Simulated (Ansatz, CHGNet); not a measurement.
# Tetradymite Bi2Te3, enthalpy of formation

Reference value: -0.163 ± 0.004 eV/atom (measured, 298 K, copied from a table, unchecked, no zero-point or thermal correction; as tabulated in Wang et al. (2021), doi:10.1038/s41598-021-94550-5).

Q: What do CHGNet-r²SCAN, LDA, PBE, PBEsol, PBE-D3(BJ), PBE-D4, rVV10, r²SCAN, r²SCAN-D4, r²SCAN+rVV10, HSE06, PBE0 give, and how far is each from the reference?

A: 
```json
[
 {"level (code)": "CHGNet-r²SCAN", "value (eV/atom)": "-0.332", "difference (eV/atom)": "-0.169"},
 {"level (code)": "LDA (Ansatz)", "value (eV/atom)": "-0.216", "difference (eV/atom)": "-0.053"},
 {"level (code)": "PBE (Ansatz)", "value (eV/atom)": "-0.241", "difference (eV/atom)": "-0.078"},
 {"level (code)": "PBEsol (Ansatz)", "value (eV/atom)": "-0.225", "difference (eV/atom)": "-0.062"},
 {"level (code)": "PBE-D3(BJ) (Ansatz)", "value (eV/atom)": "-0.234", "difference (eV/atom)": "-0.071"},
 {"level (code)": "PBE-D4 (Ansatz)", "value (eV/atom)": "-0.235", "difference (eV/atom)": "-0.072"},
 {"level (code)": "rVV10 (Ansatz)", "value (eV/atom)": "-0.229", "difference (eV/atom)": "-0.066"},
 {"level (code)": "r²SCAN (Ansatz)", "value (eV/atom)": "-0.272", "difference (eV/atom)": "-0.109"},
 {"level (code)": "r²SCAN-D4 (Ansatz)", "value (eV/atom)": "-0.273", "difference (eV/atom)": "-0.110"},
 {"level (code)": "r²SCAN+rVV10 (Ansatz)", "value (eV/atom)": "-0.271", "difference (eV/atom)": "-0.108"},
 {"level (code)": "HSE06 (Ansatz)", "value (eV/atom)": "-0.257", "difference (eV/atom)": "-0.094"},
 {"level (code)": "PBE0 (Ansatz)", "value (eV/atom)": "-0.257", "difference (eV/atom)": "-0.094"}
]
```

Leaving aside CHGNet-r²SCAN (doubt noted below): The reference is too small against the doubts on it for a ranking.

The measured value isn't corrected to a static lattice, so vibrations enter the comparison.  Density-functional levels without +SOC have no spin–orbit coupling, which shifts binding energies of heavy elements. CHGNet-r²SCAN: the cell has another shape than the first-principles one, perhaps another minimum in the same group. LDA: LDA has no dispersion term either, though it tends to give short spacings of layers, chains or molecules. PBE, PBEsol, r²SCAN, HSE06, PBE0: the cell comes from a level without a dispersion term, which matters for the spacing of layers, chains or molecules. Each level is taken at its own relaxed cell. Ansatz's density-functional and Hartree–Fock values are scalar-relativistic unless marked +SOC, with PAW data made under PBE.

Machine-learned potentials (CHGNet-r²SCAN) are trained on DFT data: a solid inside that data is no test of them.

Differences are worked out from the printed values.

Ansatz is a program for electronic structure.
